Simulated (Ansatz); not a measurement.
Ansatz (a program for electronic structure) input (B3LYP/6-31G*):

Ansatz 0.2 input:
```yaml
crystal:
  periodic: [false, false, false]
  atoms:
    - {symbol: C, position_ang: [0.00953737, 1.04570378, 0.17256812]}
    - {symbol: C, position_ang: [1.49945077, 0.72809841, 0.04430980]}
    - {symbol: Cl, position_ang: [-0.85498083, -0.82947037, -0.03334182]}
    - {symbol: H, position_ang: [-0.28926225, 1.38950843, -0.84462463]}
    - {symbol: H, position_ang: [2.01450109, 1.70899732, 0.00919423]}
    - {symbol: H, position_ang: [1.88785057, 0.20887006, 0.93588993]}
    - {symbol: H, position_ang: [1.86765573, 0.15080736, -0.83491619]}
basis:
  gaussian:
    orbitals: 6-31G*
hamiltonian:
  xc: {name: B3LYP}
total_charge: -1
phonons: {temperatures: {t_min: 298.15, t_max: 298.15, t_step: 100}}
```

Question: Which harmonic wavenumbers does it give?

Answer: 259, 290, 362, 888, 905, 1047, 1080, 1272, 1397, 1479, 1541, 2820, 2872, 2944, 3004 cm⁻¹ (unscaled; negative means imaginary).
